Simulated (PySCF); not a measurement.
**C6H4: a look at the electrons**

Aim: take C6H4 and treat its π system by CASSCF and NEVPT2 and analyse its density (charges, bond critical points, surface potential).

The runs use PySCF 2.14.0; levels as typed in each script, gas phase, geometry from GFN2-xTB.

## Step 1: The starting structure

SMILES `c1cc2ccc1=2`, 10 atoms, charge 0, spin multiplicity 1.

Bond lengths: C1–C2 1.430 Å, C1–C6 1.386 Å, C1–H7 1.078 Å, C2–C3 1.386 Å, C2–H8 1.078 Å, C3–C4 1.386 Å, C3–C6 1.590 Å, C4–C5 1.430 Å, C4–H9 1.078 Å, C5–C6 1.386 Å, C5–H10 1.078 Å. Angles: C2–C1–C6 93.3°, C2–C1–H7 134.2°, C6–C1–H7 132.4°, C1–C2–C3 93.3°, C1–C2–H8 134.2°, C3–C2–H8 132.4°, C2–C3–C4 173.4°, C2–C3–C6 86.7°, C4–C3–C6 86.7°, C3–C4–C5 93.3°, C3–C4–H9 132.4°, C5–C4–H9 134.2°, C4–C5–C6 93.3°, C4–C5–H10 134.2°, C6–C5–H10 132.4°, C1–C6–C3 86.7°, C1–C6–C5 173.4°, C3–C6–C5 86.7°.

As a file:

```tsv
atom	x (Å)	y (Å)	z (Å)
C1	-1.38345	-0.71483	0.00000
C2	-1.38345	0.71483	0.00000
C3	0.00000	0.79498	0.00000
C4	1.38345	0.71483	0.00000
C5	1.38345	-0.71483	0.00000
C6	0.00000	-0.79498	0.00000
H7	-2.15572	-1.46700	0.00000
H8	-2.15572	1.46700	0.00000
H9	2.15572	1.46700	0.00000
H10	2.15572	-1.46700	0.00000
```

## Step 2: The π active space (6-31+g*)

input.py

```python
import numpy as np
from pyscf import gto, scf, dft, mcscf, mrpt
from pyscf.mcscf import avas

def solve(mol, dm0=None, hcore=None):
    mf = scf.ROHF(mol) if mol.spin else scf.RHF(mol)
    mf = mf.density_fit(auxbasis='def2-universal-jkfit')
    mf.conv_tol, mf.max_cycle = 1e-8, 80
    if hcore is not None:
        mf.get_hcore = lambda *args: hcore
    mf.kernel(dm0)
    if not mf.converged:
        mf = mf.newton().run(mf.mo_coeff, mf.mo_occ, max_cycle=30)
    assert mf.converged, 'SCF not converged'
    return mf

mol = gto.M(atom='''
C     -1.38345    -0.71483     0.00000
C     -1.38345     0.71483     0.00000
C      0.00000     0.79498     0.00000
C      1.38345     0.71483     0.00000
C      1.38345    -0.71483     0.00000
C      0.00000    -0.79498     0.00000
H     -2.15572    -1.46700     0.00000
H     -2.15572     1.46700     0.00000
H      2.15572     1.46700     0.00000
H      2.15572    -1.46700     0.00000
''', basis='6-31+g*', charge=0, spin=0, verbose=4)
mf = solve(mol)
ncas, nel, orbs = avas.avas(mf, ['C 2pz'], threshold=0.5, openshell_option=3)
print('active space', nel, ncas)
assert 2 <= ncas <= 10, 'active space too large or empty'
mc = mcscf.CASSCF(mf, ncas, nel)
mc.natorb, mc.max_cycle_macro = True, 60
mc.fix_spin_(ss=mol.spin / 2 * (mol.spin / 2 + 1))
mc.kernel(orbs)
occ = mc.mo_occ[mc.ncore:mc.ncore + ncas]
print('natural occupations', occ.round(4))
e2 = mrpt.NEVPT(mc).kernel()
out = dict(c=mc.mo_coeff[:, mc.ncore:mc.ncore + ncas], occ=occ, e=mc.e_tot, e2=e2, ehf=mf.e_tot, ok=mc.converged, nel=nel, w0=abs(mc.ci).max() ** 2, dm=mc.make_rdm1())
# the other spin state at the same geometry
other = mol.copy().set(spin=2).build()
mo = scf.ROHF(other).density_fit(auxbasis='def2-universal-jkfit').run()
na = (nel + other.spin) // 2
m2 = mcscf.CASSCF(mo, ncas, (na, nel - na))
m2.natorb = True
m2.fix_spin_(ss=other.spin / 2 * (other.spin / 2 + 1))
m2.kernel(mc.mo_coeff)
e2o = mrpt.NEVPT(m2).kernel()
print('other state above this one / eV: CASSCF', (m2.e_tot - mc.e_tot) * 27.211386, 'NEVPT2', (m2.e_tot + e2o - mc.e_tot - e2) * 27.211386)
np.savez('result.npz', eo=m2.e_tot, e2o=e2o, oko=m2.converged, occo=m2.mo_occ[mc.ncore:mc.ncore + ncas], co=m2.mo_coeff[:, mc.ncore:mc.ncore + ncas], **out)
```

The run is started by

```console
> OMP_NUM_THREADS=1 python input.py
```

## Step 4: Density, bond paths and surface potential (TPSS/def2-tzvp)

input.py

```python
import numpy as np
from pyscf import gto, scf, dft
from pyscf.scf import atom_ks, atom_hf
from scipy.linalg import block_diag

def solve(mol, dm0=None, hcore=None):
    mf = (dft.UKS if mol.spin else dft.RKS)(mol, xc='tpss')
    mf.grids.level = 3
    mf = mf.density_fit(auxbasis='def2-universal-jkfit')
    mf.conv_tol, mf.max_cycle = 1e-8, 80
    if hcore is not None:
        mf.get_hcore = lambda *args: hcore
    mf.kernel(dm0)
    if not mf.converged:
        mf = mf.newton().run(mf.mo_coeff, mf.mo_occ, max_cycle=30)
    assert mf.converged, 'SCF not converged'
    return mf

mol = gto.M(atom='''
C     -1.38345    -0.71483     0.00000
C     -1.38345     0.71483     0.00000
C      0.00000     0.79498     0.00000
C      1.38345     0.71483     0.00000
C      1.38345    -0.71483     0.00000
C      0.00000    -0.79498     0.00000
H     -2.15572    -1.46700     0.00000
H     -2.15572     1.46700     0.00000
H      2.15572     1.46700     0.00000
H      2.15572    -1.46700     0.00000
''', basis='def2-tzvp', charge=0, spin=0, verbose=4)
mf = solve(mol)
mf.analyze()
# spherically averaged free atoms, for the promolecule
atm = atom_ks.get_atm_nrks(mol, xc='tpss')
pro = block_diag(*[(atm[a[0]][2] * atm[a[0]][3]) @ atm[a[0]][2].T for a in mol._atom])
np.savez('result.npz', e=mf.e_tot, c=mf.mo_coeff, occ=mf.mo_occ, eps=mf.mo_energy, pro=pro, dip=mf.dip_moment(verbose=0), s2=mf.spin_square()[0])
```

(Steps that only read results are left out.)

Q: Predict the outcome of this session. Wanted: triplet less singlet, CASSCF and NEVPT2; weight of the leading determinant; dipole moment; HOMO, LUMO.

**Answer**, as computed:

```
                                         quantity               value
triplet less singlet, CASSCF and NEVPT2 (6-31+g*)  +3.41 and +3.26 eV
                weight of the leading determinant                0.86
                   dipole moment (TPSS/def2-tzvp)              0.00 D
                      HOMO, LUMO (TPSS/def2-tzvp)     -5.12, -1.61 eV
```

What this shows: At TPSS/def2-tzvp: The highest Hirshfeld charge is on H7, H8, H9 and H10 (+0.04 e), the lowest on C3 and C6 (−0.04 e). The geometry was not optimised at these levels.
